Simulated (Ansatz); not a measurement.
Geometry optimisation, RHF/def2-TZVP (Ansatz 0.2.0).

Input file:

```yaml
crystal:
  periodic: [false, false, false]
  atoms:
    - { symbol: B, position_ang: [0.368986, -0.014146, 0.066145] }
    - { symbol: O, position_ang: [0.562259, -0.119939, 1.420674] }
    - { symbol: H, position_ang: [-0.225917, -0.210793, 1.927554] }
    - { symbol: H, position_ang: [1.328224, 0.102212, -0.63176] }
    - { symbol: H, position_ang: [-0.736052, -0.038734, -0.386013] }
basis:
  gaussian: { orbitals: def2-TZVP }
hamiltonian:
  xc: hf
relax:
  f_tol: 0.03
  max_steps: 50
```

Run as:

```bash
$ ansatz run input.yaml --threads 1 --pin off --max-ram 2048MiB --backend cpu --events-out ev --progress --plain --runs-dir out
```

Q: Where does it end, and by what steps?

A: The forces met the threshold. After 4 steps the energy has fallen by 0.022 eV; O2 moved furthest, 0.02 Å.

```tsv
step	energy less start (eV)	largest force component (eV/Å)	accepted
0	0.0000	1.302	yes
1	-0.0192	0.519	yes
2	-0.0216	0.113	yes
3	-0.0216	0.096	yes
4	-0.0221	0.016	yes
```

```xyz
5
Properties=species:S:1:pos:R:3
B 0.366 -0.015 0.077
O 0.562 -0.119 1.400
H -0.220 -0.209 1.915
H 1.327 0.101 -0.615
H -0.738 -0.039 -0.381
```

Whether the end is a true minimum wasn't checked by a vibrational analysis.

Run time: 1.9 s on 1 thread of Intel(R) Xeon(R) Platinum 8488C (Sapphire Rapids), on a shared host, peak memory 0.12 GiB.
